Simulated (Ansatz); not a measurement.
# SiH3S radical: basis-set convergence

An exercise on one series of results from a longer session: the logs are not shown, and one member is left open.

The runs use Ansatz 0.2.0, Gaussian basis; one geometry, several basis sets.

Levels to be run: PBE0-D4/def2-SVP; ωB97M-V/def2-SVP; PBE0-D4/def2-QZVPP; ωB97M-V/def2-QZVPP; the functionals' def2-TZVPP values are taken from earlier runs.

1 further run of the same task is left out (it didn't finish).

## The relaxed structure

An earlier PBE0-D4 in a triple-zeta def2 set relaxation fixed the geometry.

SMILES `[SiH2]S`, 5 atoms, charge 0, spin multiplicity 2.

Atoms are counted from 1 here; the program's logs count them from 0.

Bond lengths: Si1–S2 2.132 Å, Si1–H3 1.492 Å, Si1–H4 1.488 Å, S2–H5 1.344 Å. Angles: S2–Si1–H3 111.4°, S2–Si1–H4 105.0°, H3–Si1–H4 110.5°, Si1–S2–H5 94.7°.

Set-up of the first run:

in.yaml reads:

```yaml
crystal:
  periodic: [false, false, false]
  atoms:
    - {symbol: Si, position_ang: [-0.096299, -0.693961, -0.309311]}
    - {symbol: S, position_ang: [0.273092, 1.405999, -0.294519]}
    - {symbol: H, position_ang: [-0.094544, -1.256777, 1.072950]}
    - {symbol: H, position_ang: [-1.440253, -0.843192, -0.929923]}
    - {symbol: H, position_ang: [1.407804, 1.314331, 0.419303]}
basis:
  gaussian: {orbitals: def2-SVP}
magnetization: {spin_polarized: true, initial_magnetization: 1}
hamiltonian: {xc: pbe0, dispersion: d4}
output: {orbitals: {seedname: orbitals}}
```

Among the steps run: PBE0-D4 in def2-SVP; ωB97M-V in def2-SVP; PBE0-D4 in def2-QZVPP; ωB97M-V in def2-QZVPP.

One table of the session follows, with a row left open; its other results are not shown here.

It belongs to the step «Functionals by basis». 

| functional | basis | HOMO (eV) | LUMO (eV) |
| --- | --- | --- | --- |
| PBE0-D4 | def2-SVP | -5.97 | -2.51 |
| PBE0-D4 | def2-TZVPP | -6.04 | -2.55 |
| PBE0-D4 | def2-QZVPP | -6.06 | -2.58 |
| ωB97M-V | def2-SVP | -7.70 | -0.82 |
| ωB97M-V | def2-TZVPP | -7.79 | -0.94 |
| ωB97M-V | def2-QZVPP | ? | ? |

**Question.** Estimate the row for ωB97M-V, def2-QZVPP.

As computed: HOMO (eV): -7.83; LUMO (eV): -1.01. In the column «HOMO (eV)» it is the lowest.
